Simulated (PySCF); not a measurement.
CH3SiF3, optimised at B3LYP/6-31G*:

```xyz
8

C      0.9905     0.0002     0.0905
Si    -0.8492    -0.0041    -0.0684
F     -1.5651     0.0221     1.3594
F     -1.3726    -1.3045    -0.8343
F     -1.3744     1.2660    -0.8824
H      1.4653    -0.0179    -0.8959
H      1.3325     0.8971     0.6172
H      1.3338    -0.8758     0.6504
```

Method: PySCF energies (xtb for GFN2) plus ideal-gas RRHO corrections (1 bar). 6-31G* has spherical d functions here. All species are closed-shell singlets. B3LYP is the form with VWN-RPA correlation.

Question: List the harmonic frequencies (cm⁻¹, unscaled) at this level and at the other levels, each on its own geometry.

Answer: 
- B3LYP/6-31G*: 140, 211, 211, 321, 321, 376, 684, 820, 820, 902, 1008, 1008, 1358, 1495, 1495, 3064, 3143, 3143
- GFN2-xTB: 65, 161, 161, 240, 240, 282, 705, 824, 824, 911, 934, 934, 1387, 1455, 1456, 3039, 3039, 3046
- HF/6-31G*: 134, 228, 228, 345, 345, 404, 726, 878, 878, 957, 1063, 1063, 1481, 1602, 1602, 3206, 3281, 3281
- PBE/def2-SVP: 113, 200, 200, 303, 303, 357, 667, 761, 761, 871, 961, 961, 1240, 1377, 1377, 2992, 3096, 3096
- PBE0/def2-TZVP: 136, 216, 216, 324, 324, 382, 699, 790, 790, 905, 987, 987, 1300, 1446, 1446, 3065, 3153, 3153
